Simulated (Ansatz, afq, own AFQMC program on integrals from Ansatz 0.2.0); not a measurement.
Two steps: Ansatz 0.2.0 writes the Fock matrix and Cholesky factors of the valence space, and afq projects on them the lowest state that overlaps trial and start.

```yaml
crystal:
  periodic: [false, false, false]
  atoms:
    - {symbol: C, position_ang: [-1.215022, 0.000000, 0.000000]}
    - {symbol: H, position_ang: [-1.578228, 1.027301, 0.000000]}
    - {symbol: H, position_ang: [-1.578228, -0.513650, 0.889668]}
    - {symbol: H, position_ang: [-1.578228, -0.513650, -0.889669]}
    - {symbol: H, position_ang: [-0.125405, 0.000000, 0.000000]}
    - {symbol: F, position_ang: [1.025978, 0.000000, 0.000000]}
basis:
  gaussian: {orbitals: cc-pVTZ}
magnetization: {spin_polarized: true, initial_magnetization: 1}
correlation: {method: ccsd_t, electrons: outside_noble_gas, hamiltonian_folder: ham}
```

```sh
$ ansatz run in.yaml --threads 1 --pin off --events-out ev --progress --plain --max-ram 16896MiB --backend cuda --devices 0, --max-vram 18GiB
```

afq runs on the folder ham with

```
--method phaseless --trial cisd --walkers 600 --populations 10 --least-time 60 --time-step 0.005 --steps-per-block 50 --equilibration-blocks 28 --max-blocks 4000 --target-error 0.00023 --factor-cut 1e-05 --start spin_pure --seed 5543 --release-times 0.24,0.51,0.99,1.5 --release-step 0.03 --release-every 4 --taylor-order 6
```

Times are imaginary, in 1/Eh. The walk had a cap of 168 s. With eight or more populations the least sampling time is a fifth of least-time, and the error comes from their spread.

afq prints:

```
orbitals 114  electrons 8 7  factors 661 of 662
reference energy -139.57346035 Eh
CCSD correlation -0.46502006 Eh in 11 cycles, weight of the determinant in the CISD state 0.8789
energy of the start -140.036546 Eh
 block  time / (1/Eh)  mean weight  energy / Eh
     1     0.250  0.9982  -140.034546
     2     0.500  0.9998  -140.042905
     3     0.750  1.0000  -140.045903
     4     1.000  0.9997  -140.049750
     5     1.250  0.9992  -140.046867
    10     2.500  1.0005  -140.053647
    31     7.750  0.9977  -140.051989
    56    14.000  1.0012  -140.050477
    76    19.000  0.9996  -140.049214
    81    20.250  0.9984  -140.053249
   106    26.500  1.0004  -140.057188
   131    32.750  1.0005  -140.050615
   156    39.000  1.0013  -140.052135
   181    45.250  0.9997  -140.054671
   206    51.500  1.0012  -140.054758
error from the spread of 10 populations
released: time / (1/Eh)  energy / Eh  error  mean overlap
  0.24  -140.052754  0.000268  0.9959
  0.51  -140.052599  0.000263  0.9884
  0.99  -140.052529  0.000274  0.9848
  1.50  -140.052992  0.000491  0.9753
energy -140.052358 +/- 0.000226 Eh
(rows thinned)
```

The run passed its tests (sampling time, drift between the halves within three errors, error under three times the target), which doesn't prove that it has relaxed.

Against this walk (error 6.2 meV) on the same determinant: CCSD(T) 12.0 meV higher (within the noise). The error is statistical and leaves out the bias of the constraint. Released to 0.99 1/Eh the energy moves by -5 ± 10 meV (both errors), within twice the noise.

Cautions: constraint bias not in the error.

The walk took 2 min on 1 × NVIDIA H100 80GB HBM3 with 2 threads of AMD EPYC 7R13 Processor (Zen 3), with other jobs on the host (the card was shared). The log's last line is the phaseless energy.

A walk keeps the symmetry of its determinant, which the program's search chose and which needn't be the lowest solution, so a lower state of the same spin and another symmetry isn't excluded.
